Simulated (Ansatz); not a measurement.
Results of PBEsol+SOC in Ansatz (plane waves, PAW) for hcp Os.

Run with plane-wave cutoff 520 eV, 24×24×14 k mesh (along the axes of the cell as run), Fermi–Dirac smearing 0.05 eV, PAW data made under PBE.

A third-order Birch–Murnaghan fit to the energies gives V0 = 13.899 Å³/atom, B0 = 427 GPa, B′ = 4.8.

```json
[
 {"V (Å³/atom)": "13.343", "P (GPa)": "___"},
 {"V (Å³/atom)": "13.621", "P (GPa)": "9.06"},
 {"V (Å³/atom)": "13.899", "P (GPa)": "0.00"},
 {"V (Å³/atom)": "14.177", "P (GPa)": "-8.06"},
 {"V (Å³/atom)": "14.455", "P (GPa)": "___"}
]
```

Question: Estimate the withheld pressures from this fit; the answers are the runs' own values.

Answer: 
- 13.343, P (GPa): 19.22
- 14.455, P (GPa): -15.24

The formula P = (3/2) B0 (x^(7/3) − x^(5/3)) [1 + (3/4)(B′ − 4)(x^(2/3) − 1)] with x = V0/V meets the computed pressures within 0.01 GPa when these rounded values are put in.

Shape and atoms are relaxed at each volume.

Measured, for comparison: bulk modulus 425 GPa (zero-point energy and finite temperature contributions removed; as tabulated in doi:10.1021/acs.jctc.3c00612). Computed (rounded) less measured: bulk modulus +0.5 %.

Note: the bulk modulus comes from volumes at which shape and atoms were relaxed.

Computed values are for the static lattice.

Ansatz is a program for electronic structure.
